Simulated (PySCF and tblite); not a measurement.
Results of a calculation; reference values are marked as such.
System: diethyl disulfide, C4H10S2, numbered as in [CH3:1][CH2:2][S:3][S:4][CH2:5][CH3:6].

For the rotation about the S3–S4 bond (torsion C2–S3–S4–C5 from 91° to 244°, rising): electronic barrier 7.13 kcal/mol, zero-point change -0.01 kcal/mol, thermal and entropy terms at 298.15 K a further 0.49 kcal/mol (symmetry numbers apart). The minimum is C2, the saddle C2. Level: PBE0/pcSseg-1 + D3(BJ) on GFN2-xTB stationary points, with GFN2-xTB thermal terms. Rate constants are transition-state-theory values, counting equivalent paths, without tunnelling. Programs: tblite and PySCF.

(1) How many equivalent paths lead out of the minimum?

(2) Work out the rate at 298.15 K.

## Answers

(1) 1: the symmetry number of the minimum is 2, that of the saddle displaced along its mode 2.

(2) ΔG‡ = 7.61 kcal/mol; k_B T/h = 6.2×10¹² s⁻¹; exp(−ΔG‡/RT) = 2.6×10⁻⁶; times 1 gives k = 1.6×10⁷ s⁻¹. Wigner's tunnelling factor for the 43i cm⁻¹ mode would be 1.00.
